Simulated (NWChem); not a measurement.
A series in which one site is exchanged, each optimised at PBE0/def2-SVP with NWChem, gas phase unless a solvent is named. For some, no frequency run checked for a minimum. def2 effective core potentials on Bi; no spin-orbit coupling.

A: [GaH3] (GaH$_{3}$; site = Ga)
B: [AsH3] (AsH$_{3}$; site = As)
C: [BiH3] (BiH₃; site = Bi)
D: N (NH3; site = N)

```tsv
quantity	A	B	C	D
dipole (D), PBE0/def2-SVP	0.00	0.51	0.99	?
orbital gap (eV), PBE0/def2-SVP	6.75	8.60	7.66	?
vertical ionisation energy, ΔSCF, CAM-B3LYP/def2-SVP (eV)	11.30	10.48	10.10	?
static polarisability, CAM-B3LYP/def2-SVPD (bohr³)	33.1	34.6	51.1	?
lowest singlet excitation, CAM-B3LYP/def2-SVPD, TDA (eV)	5.21	6.90	6.27	?
```

### Question
Some entries are withheld; supply them.

### Answer

- dipole (D), PBE0/def2-SVP, D: 1.79
- orbital gap (eV), PBE0/def2-SVP, D: 9.10
- vertical ionisation energy, ΔSCF, CAM-B3LYP/def2-SVP (eV), D: 10.75
- static polarisability, CAM-B3LYP/def2-SVPD (bohr³), D: 13.4
- lowest singlet excitation, CAM-B3LYP/def2-SVPD, TDA (eV), D: 7.05
